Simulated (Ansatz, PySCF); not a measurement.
Breaking a bond: CH, doublet.

Methods: UHF/cc-pVTZ (PySCF); FCI = Ansatz (a first-principles code) with full CI/cc-pVTZ, frozen core.

Energies relative to the lowest point of each curve near equilibrium, in kJ/mol:

```
R / Å    UHF
-----  -----
0.89   105.4
0.95    46.8
1.01    14.5
1.06     2.1
1.08     0.0
1.13     0.7
1.15     2.9
1.19    10.0
1.25    26.0
1.29    39.4
1.39    78.4
1.54   142.2
```

Q: What does FCI give at the same points?

A: 0.89: 118.2; 0.95: 56.8; 1.01: 21.2; 1.06: 5.8; 1.08: 2.6; 1.13: 0.0; 1.15: 0.9; 1.19: 5.2; 1.25: 16.8; 1.29: 27.0; 1.39: 57.9; 1.54: 110.1 (kJ/mol).

The scan ran from 0.89 to 4.53 Å; beyond the distances shown one of the unrestricted levels run for this scan, shown here or not, changes its spin distribution in one step. The unrestricted determinant behind UHF is spin-contaminated at 0.89 to 1.54 Å (<S²> up to 1.2, against 0.75 for a pure doublet).
